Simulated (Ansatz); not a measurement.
# Relative stability

Two relaxed structures of C2H5N, closed shell (PBE0-D4/def2-TZVP; forces vanish, vibrations not checked).

A:

```
8
angstrom
C -0.8196 0.7641 -0.7764
N 0.3561 0.2584 -0.5633
C 0.6542 -0.5972 0.5697
H 1.1593 0.4214 -1.1712
H -0.7403 1.3648 -1.7029
H -0.2639 -0.7065 1.1435
H 0.9994 -1.5765 0.2285
H 1.4319 -0.1485 1.1931
```

B:

C1  (0.515, 0.334, -0.613)
N2  (-0.702, 0.754, -0.798)
C3  (0.617, -0.564, 0.568)
H4  (-1.496, 0.497, -0.201)
H5  (-0.919, 1.372, -1.565)
H6  (-0.328, -0.747, 1.114)
H7  (1.034, -1.522, 0.245)
H8  (1.354, -0.148, 1.261)
(Å)

Computed with Ansatz 0.2.0 (basis: def2-TZVPP); correlated methods freeze the cores. B3LYP uses VWN-RPA correlation.

Which structure is lower at CCSD(T), and by how much? (An estimate is asked for; the value comes from the calculation.)

The calculation gives: B, by 40.0 kJ/mol (electronic energy, against the other). By their contacts, A is C₂H₅N ([CH][NH][CH3]) and B is C₂H₅N ([CH3][C][NH2]).

All methods give the same order:

| method | E(B) − E(A) (kJ/mol) |
| --- | --- |
| PBE-D4 | -47.0 |
| r2SCAN-D4 | -48.7 |
| PBE0-D4 | -46.9 |
| B3LYP-D4 | -43.7 |
| wB97M-V | -45.1 |
| HF | -40.5 |
| MP2 | -42.4 |
| CCSD | -40.1 |
| CCSD(T) | -40.0 |

The T1 diagnostic stays at or below 0.016.

Labels in which every atom is bracketed show which atoms are joined, not bond orders.

For scale, one of the runs: CCSD(T)/def2-TZVPP, 163 basis functions, launched by `ansatz run in.yaml --threads 2 --pin off --events-out ev --progress --plain --max-ram 4352MiB`. Time: 25 s of wall clock on 2 CPU threads of an Arm Neoverse V2; the host was shared. Peak host memory: 1.3 GiB.
